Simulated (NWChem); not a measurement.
Program: NWChem. System: oxygen (O$_{2}$), charge 0, spin multiplicity 3, at a geometry optimised with UB3LYP/def2-SVP. Its SCF solution wasn't tested for a lower state. Level: URI-MP2/cc-pVQZ, 2 core orbitals frozen.

The NWChem input:

```
start mol
memory heap 200 mb stack 800 mb global 1000 mb
geometry units angstroms nocenter noautoz
  O      0.000000     0.000000     0.599976
  O      0.000000     0.000000    -0.599976
  symmetry group D2h
end
basis spherical
  * library cc-pvqz
end
basis "ri-mp2 basis" spherical
  * library cc-pvqz-ri
end
scf
  uhf
  nopen 2
  maxiter 100
  thresh 1e-7
  semidirect memsize 60000000 filesize 0
  # guess.movecs holds the orbitals of an unrestricted PBE0 run
  vectors input guess.movecs output mol.movecs
end
mp2
  freeze core 2
end
task rimp2 energy
```

NWChem printed:

```
             Northwest Computational Chemistry Package (NWChem) 7.3.0
             --------------------------------------------------------

                                NWChem Input Module
                                -------------------

 Scaling coordinates for geometry "geometry" by  1.889725989
 (inverse scale =  0.529177249)

 Turning off AUTOSYM since
 SYMMETRY directive was detected!

                             Geometry "geometry" -> ""
                             -------------------------

 Output coordinates in angstroms (scale by  1.889725989 to convert to a.u.)

  No.       Tag          Charge          X              Y              Z
 ---- ---------------- ---------- -------------- -------------- --------------
    1 O                    8.0000     0.00000000     0.00000000     0.59997600
    2 O                    8.0000     0.00000000     0.00000000    -0.59997600

 Effective nuclear repulsion energy (a.u.)      28.2239155699

            Nuclear Dipole moment (a.u.)
            ----------------------------
        X                 Y               Z
 ---------------- ---------------- ----------------
     0.0000000000     0.0000000000     0.0000000000

      Symmetry information
      --------------------

 Group name             D2h
 Group number             26
 Group order               8
 No. of unique centers     1

      Symmetry unique atoms

     1


 Summary of "ao basis" -> "" (spherical)
 ------------------------------------------------------------------------------
       Tag                 Description            Shells   Functions and Types
 ---------------- ------------------------------  ------  ---------------------
 *                          cc-pvqz                   on all atoms

 Summary of "ri-mp2 basis" -> "" (spherical)
 ------------------------------------------------------------------------------
       Tag                 Description            Shells   Functions and Types
 ---------------- ------------------------------  ------  ---------------------
 *                         cc-pvqz-ri                 on all atoms

 Summary of "ao basis" -> "ao basis" (spherical)
 ------------------------------------------------------------------------------
       Tag                 Description            Shells   Functions and Types
 ---------------- ------------------------------  ------  ---------------------
 O                          cc-pvqz                 15       55   5s4p3d2f1g

                                 NWChem SCF Module
                                 -----------------

  ao basis        = "ao basis"
  functions       =   110
  atoms           =     2
  alpha electrons =     9
  beta  electrons =     7
  charge          =   0.00
  wavefunction    = UHF
  use symmetry    = T
  symmetry adapt  = T

 Summary of "ao basis" -> "ao basis" (spherical)
 ------------------------------------------------------------------------------
       Tag                 Description            Shells   Functions and Types
 ---------------- ------------------------------  ------  ---------------------
 O                          cc-pvqz                 15       55   5s4p3d2f1g

      Symmetry analysis of basis
      --------------------------

        ag         22
        au          7
        b1g         7
        b1u        22
        b2g        13
        b2u        13
        b3g        13
        b3u        13

 Forming initial guess at       0.2s

   Symmetry analysis of molecular orbitals - initial alpha
[...]
    2 O    8     4.50   0.99 -0.01  0.23  0.54  0.20  0.30  0.87  1.08  0.27  0.00  0.01  0.02  0.00  0.00  0.00

   Mulliken analysis of the beta density
   -------------------------------------

    Atom       Charge   Shell Charges
 -----------   ------   -------------------------------------------------------
    1 O    8     3.50   0.99 -0.01  0.20  0.49  0.24  0.14  0.43  0.67  0.29  0.00  0.01  0.03  0.00  0.01  0.00
    2 O    8     3.50   0.99 -0.01  0.20  0.49  0.24  0.14  0.43  0.67  0.29  0.00  0.01  0.03  0.00  0.01  0.00

   Mulliken analysis of the spin density
   -------------------------------------

    Atom       Charge   Shell Charges
 -----------   ------   -------------------------------------------------------
    1 O    8     1.00  -0.00  0.00  0.03  0.05 -0.04  0.16  0.44  0.41 -0.02 -0.00 -0.00 -0.01 -0.00 -0.00  0.00
    2 O    8     1.00  -0.00  0.00  0.03  0.05 -0.04  0.16  0.44  0.41 -0.02 -0.00 -0.00 -0.01 -0.00 -0.00  0.00

       Multipole analysis of the density wrt the origin
       ------------------------------------------------

     L   x y z        total         alpha         beta         nuclear
     -   - - -        -----         -----         ----         -------
     0   0 0 0     -0.000000     -9.000000     -7.000000     16.000000

     1   1 0 0     -0.000000     -0.000000     -0.000000      0.000000
     1   0 1 0      0.000000      0.000000     -0.000000      0.000000
     1   0 0 1      0.000000      0.000000      0.000000      0.000000

     2   2 0 0     -7.412020     -4.108597     -3.303423      0.000000
     2   1 1 0      0.000000      0.000000      0.000000      0.000000
     2   1 0 1      0.000000     -0.000000      0.000000      0.000000
     2   0 2 0     -7.412020     -4.108597     -3.303423      0.000000
     2   0 1 1     -0.000000      0.000000     -0.000000      0.000000
     2   0 0 2     -7.676788    -15.902317    -12.342155     20.567685

                               NWChem RI-MP2 Module
                               --------------------

 Summary of "ri-mp2 basis" -> "ri-mp2 basis" (spherical)
 ------------------------------------------------------------------------------
       Tag                 Description            Shells   Functions and Types
 ---------------- ------------------------------  ------  ---------------------
 O                         cc-pvqz-ri               30      132   8s7p6d5f3g1h

 SCF Reference Information:
            File: './mol.movecs'
           Title: ''
    Size (AOxMO):    110 x (    110,    110)
       Total Occ:                 9.00,   7.00
 RI-MP2 Calculation Information:
          Nr. of AO basis functions:        110
     Nr. of fitting basis functions:        264
               Nr. of MO spin cases:          2
        Nr. of MOs to be correlated:        108        108
     Nr. of occupied MOs correlated:          7          5
      Nr. of virtual MOs correlated:        101        103

          RI integral approximation: 'V'
    Threshold for Schwarz screening:  1.000E-09
 Smallest eigenvalue retained in fit  1.000E-08
    Type of storage for MO integrals 'EAF library'

 Transformation block size    7, requiring     1 integral passes.
 XForm_3cInts: Completed     1:    7 pass.
 Transformation block size    5, requiring     1 integral passes.
 XForm_3cInts: Completed     1:    5 pass.
 Energy evaluation using block sizes     7    7
 RIMP2_V_E2: Approx. ints. done (    1:    7,    1:    7)
 RIMP2_V_E2: Copy to B done (    1:    7,    1:    7)
 RIMP2_V_E2: Denominators done (    1:    7,    1:    7)
 RIMP2_V_E2: Completed block (    1:    7,    1:    7)
 RIMP2_V_E2: Approx. ints. done (    1:    7,    1:    5)
 RIMP2_V_E2: Copy to B done (    1:    7,    1:    5)
 RIMP2_V_E2: Denominators done (    1:    7,    1:    5)
 RIMP2_V_E2: Completed block (    1:    7,    1:    5)
 RIMP2_V_E2: Approx. ints. done (    1:    5,    1:    5)
 RIMP2_V_E2: Copy to B done (    1:    5,    1:    5)
 RIMP2_V_E2: Denominators done (    1:    5,    1:    5)
 RIMP2_V_E2: Completed block (    1:    5,    1:    5)

          -------------------------------------------
          SCF energy                -149.688647198992
          Correlation energy          -0.466346532697
          Total MP2 energy          -150.154993731689
          -------------------------------------------

 -----------------------
 Performance information
 -----------------------

 Timer overhead =  2.12D-07 seconds/call

               Nr. of calls         CPU time (s)                 Wall time (s)                GFlops
             ---------------    -------------------     ------------------------------   -------------------
Name         Min   Avg   Max    Min     Avg     Max     Min     Avg     Max   Mx/calls   Min     Max     Sum
Overall       1     1     1    5.7     5.7     5.7      5.7     5.7     5.7     5.7      0.0     0.0     0.0
3c integr     2     2     2    1.8     1.8     1.8      1.8     1.8     1.8    0.92      0.0     0.0     0.0
Energy        1     1     1   0.16    0.16    0.16     0.16    0.16    0.16    0.16      0.0     0.0     0.0
3c integr     2     2     2    1.8     1.8     1.8      1.8     1.8     1.8    0.91      0.0     0.0     0.0
First 2/3     6     6     6   1.43E-2 1.43E-2 1.43E-2  1.43E-2 1.43E-2 1.43E-2 2.38E-3   0.0     0.0     0.0
Final 1/3     2     2     2   1.18E-2 1.18E-2 1.18E-2  1.18E-2 1.18E-2 1.18E-2 5.88E-3   0.0     0.0     0.0
Write 3c      2     2     2   1.43E-3 1.43E-3 1.43E-3  1.43E-3 1.43E-3 1.43E-3 7.17E-4   0.0     0.0     0.0
Read 3c i     3     3     3   1.60E-3 1.60E-3 1.60E-3  1.60E-3 1.60E-3 1.60E-3 5.34E-4   0.0     0.0     0.0
Fitting b     1     1     1   7.12E-2 7.12E-2 7.12E-2  7.12E-2 7.12E-2 7.12E-2 7.12E-2   0.0     0.0     0.0
Schwarz i     1     1     1   7.78E-2 7.78E-2 7.78E-2  7.78E-2 7.78E-2 7.78E-2 7.78E-2   0.0     0.0     0.0
Form 4ci      3     3     3   3.72E-2 3.72E-2 3.72E-2  3.72E-2 3.72E-2 3.72E-2 1.24E-2   0.0     0.0     0.0
Form A &      3     3     3   0.11    0.11    0.11     0.11    0.11    0.11    3.68E-2   0.0     0.0     0.0
Denominat     3     3     3   1.22E-3 1.22E-3 1.22E-3  1.22E-3 1.22E-3 1.22E-3 4.06E-4   0.0     0.0     0.0
Pair Ener     3     3     3   5.09E-3 5.09E-3 5.09E-3  5.09E-3 5.09E-3 5.09E-3 1.70E-3   0.0     0.0     0.0

 The average no. of pstat calls per process was 3.30D+01
 with a timing overhead of 7.01D-06s

 Task  times  cpu:        5.7s     wall:        5.7s

 Total times  cpu:        5.8s     wall:        5.8s
```
